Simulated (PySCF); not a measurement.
Start geometry of `[O]c1ccccc1` (phenoxyl) from GFN2-xTB (Å):
```
atom  x, y, z in Å
O1     2.4988    0.9119    0.1745
C2     1.3393    0.4892    0.0927
C3     0.2863    1.2476   -0.5596
C4    -0.9883    0.7639   -0.6452
C5    -1.3153   -0.4810   -0.0997
C6    -0.3382   -1.2504    0.5393
C7     0.9468   -0.7975    0.6408
H8     0.5558    2.2081   -0.9720
H9    -1.7577    1.3432   -1.1365
H10   -2.3280   -0.8487   -0.1717
H11   -0.6113   -2.2107    0.9539
H12    1.7143   -1.3769    1.1315
```

Task: What comes out of this run: PySCF, PBE0-D3(BJ)/def2-SVP geometry optimisation, gas phase?

Result: 
```
atom  x, y, z in Å
O1     2.5002    0.9169    0.1520
C2     1.3326    0.4887    0.0817
C3     0.2835    1.2542   -0.5663
C4    -1.0027    0.7694   -0.6441
C5    -1.3211   -0.4857   -0.0908
C6    -0.3348   -1.2602    0.5500
C7     0.9588   -0.7976    0.6409
H8     0.5676    2.2225   -0.9839
H9    -1.7831    1.3549   -1.1363
H10   -2.3441   -0.8625   -0.1594
H11   -0.6037   -2.2309    0.9736
H12    1.7492   -1.3709    1.1304
```

The energy falls by 2.9 kJ/mol over 6 energy and gradient evaluations, the largest force component goes from 0.0107 to 2.7e-04 Eh/bohr, and the atoms move by 0.017 Å rms after alignment. Among the bonds, C3–H8, C4–H9, C5–H10, C6–H11 and C7–H12 change most and about equally (+0.012 to +0.013 Å). Bonds longer at the end by more than 0.005 Å: 10 of 12; shorter: 0. Rotational constants go from 5599, 2805, 1869 to 5519, 2792, 1854 MHz. The orientation of the end geometry is arbitrary; only internal coordinates are fixed.

The run used 123 basis functions and 50 SCF cycles in all.

No PBE0-D3(BJ)/def2-SVP frequencies stand behind this structure, so it isn't proved a minimum. ⟨S²⟩ = 0.807 (exact for a doublet: 0.75).
